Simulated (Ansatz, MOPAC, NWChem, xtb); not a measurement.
## [SiH3]+ (SMILES [SiH3+]): the zero-point energy at each level's own minimum, rung by rung

[SiH3]+, singlet, SMILES `[SiH3+]`. Each level relaxes the structure for itself.

Each level gives the zero-point energy at each level's own minimum (kJ/mol). The values are calculated.

```
                                                                                           level                    kind  program  value (kJ/mol)
                                                                                            MNDO          semi-empirical    MOPAC            60.2
                                                                                          PM6-D3          semi-empirical    MOPAC            52.2
                                                                                        PM6-D3H4          semi-empirical    MOPAC            52.3
                                                                                        GFN2-xTB          semi-empirical      xtb            54.0
                                                                                        HF/3-21G            Hartree–Fock   NWChem            60.6
                                                                           B3LYP-D3(BJ)/6-311G**           global hybrid   NWChem            58.0
                                                                               PBE0-D4/def2-TZVP           global hybrid   Ansatz            57.9
                                                               N12-SX/SBKJC-VDZ (core potential)  range-separated hybrid   NWChem            55.0
MP2/6-311G** (sfX2C, density fitting with def2-universal-jkfit, def2-TZVP-rifit for correlation)     perturbation theory   Ansatz            60.6
```

Harmonic and unscaled. The values span 52.2 to 60.6 kJ/mol.
